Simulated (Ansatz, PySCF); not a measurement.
Species: AlF2, net charge 0, doublet state. It need not be the lowest isomer of its formula. SMILES: [F][Al][F]
Structure (B3LYP-D3(BJ)/def2-TZVP (Ansatz, a first-principles code) minimum search):
```xyz
3

Al    -0.0022     0.4808     0.0049
F      1.4323    -0.3405    -0.0081
F     -1.4291    -0.3540     0.0011
```
Charge 0, spin multiplicity 2.


Quantity: enthalpy of formation at 298 K (from the atomisation energy, B3LYP-D3(BJ)/def2-TZVP harmonic zero-point and thermal terms from PySCF, and the atoms' enthalpies of formation in the G2/97 table; no spin-orbit terms, and no core term in the frozen-core levels), in kJ/mol. Cores are frozen in the correlated levels unless marked. UHF or UKS for open shells. No spin-orbit coupling. No relativistic terms. The coupled-cluster limit lacks core correlation, which all-electron functionals hold. CBS marks a two-point X^-3 extrapolation of the correlation energy; Hartree-Fock from the larger set.

```json
[
 {"level": "HF/6-31G*", "program": "Ansatz", "enthalpy of formation at 298 K (kJ/mol)": "-330.7", "minus last row": "317.6"},
 {"level": "HF/cc-pV(Q+d)Z", "program": "Ansatz", "enthalpy of formation at 298 K (kJ/mol)": "-366.6", "minus last row": "281.7"},
 {"level": "PBE-D3(BJ)/def2-TZVPD", "program": "Ansatz + dftd3", "enthalpy of formation at 298 K (kJ/mol)": "-650.1", "minus last row": "-1.8"},
 {"level": "BLYP-D3(BJ)/def2-TZVPD", "program": "Ansatz + dftd3", "enthalpy of formation at 298 K (kJ/mol)": "-632.8", "minus last row": "15.5"},
 {"level": "BLYP-D4/def2-TZVPD", "program": "Ansatz + dftd4", "enthalpy of formation at 298 K (kJ/mol)": "-634.9", "minus last row": "13.4"},
 {"level": "TPSS-D3(BJ)/def2-TZVPD", "program": "PySCF + dftd3", "enthalpy of formation at 298 K (kJ/mol)": "-627.5", "minus last row": "20.8"},
 {"level": "M06-L-D4/def2-TZVPD", "program": "PySCF + dftd4", "enthalpy of formation at 298 K (kJ/mol)": "-619.9", "minus last row": "28.4"},
 {"level": "r2SCAN/def2-TZVPD", "program": "Ansatz", "enthalpy of formation at 298 K (kJ/mol)": "-645.8", "minus last row": "2.5"},
 {"level": "B3LYP-D3(BJ)/def2-TZVPD", "program": "Ansatz + dftd3", "enthalpy of formation at 298 K (kJ/mol)": "-615.2", "minus last row": "33.1"},
 {"level": "PBE0/def2-TZVPD", "program": "Ansatz", "enthalpy of formation at 298 K (kJ/mol)": "-604.1", "minus last row": "44.2"},
 {"level": "BHLYP-D4/def2-TZVPD", "program": "Ansatz + dftd4", "enthalpy of formation at 298 K (kJ/mol)": "-560.6", "minus last row": "87.7"},
 {"level": "wB97M-V/def2-TZVPD", "program": "Ansatz", "enthalpy of formation at 298 K (kJ/mol)": "-618.3", "minus last row": "30.0"},
 {"level": "wB97X-V/def2-TZVPD", "program": "Ansatz", "enthalpy of formation at 298 K (kJ/mol)": "-622.8", "minus last row": "25.5"},
 {"level": "MP2/cc-pV(D+d)Z", "program": "Ansatz", "enthalpy of formation at 298 K (kJ/mol)": "-581.8", "minus last row": "66.5"},
 {"level": "MP2/cc-pV(T+d)Z", "program": "Ansatz", "enthalpy of formation at 298 K (kJ/mol)": "-679.8", "minus last row": "-31.5"},
 {"level": "MP2/cc-pV(Q+d)Z", "program": "Ansatz", "enthalpy of formation at 298 K (kJ/mol)": "-714.1", "minus last row": "-65.8"},
 {"level": "RI-MP2/cc-pV(Q+d)Z", "program": "Ansatz", "enthalpy of formation at 298 K (kJ/mol)": "-713.9", "minus last row": "-65.6"},
 {"level": "SCS-MP2/cc-pwCVTZ", "program": "Ansatz", "enthalpy of formation at 298 K (kJ/mol)": "-640.7", "minus last row": "7.6"},
 {"level": "CCSD/cc-pwCVTZ", "program": "Ansatz", "enthalpy of formation at 298 K (kJ/mol)": "-583.2", "minus last row": "65.1"},
 {"level": "CCSD(T)/cc-pwCVTZ", "program": "Ansatz", "enthalpy of formation at 298 K (kJ/mol)": "-605.0", "minus last row": "43.3"},
 {"level": "CCSD(T)/CBS(cc-pV(T+d)Z,cc-pV(Q+d)Z)", "program": "Ansatz", "enthalpy of formation at 298 K (kJ/mol)": "-648.3", "minus last row": "0.0"}
]
```
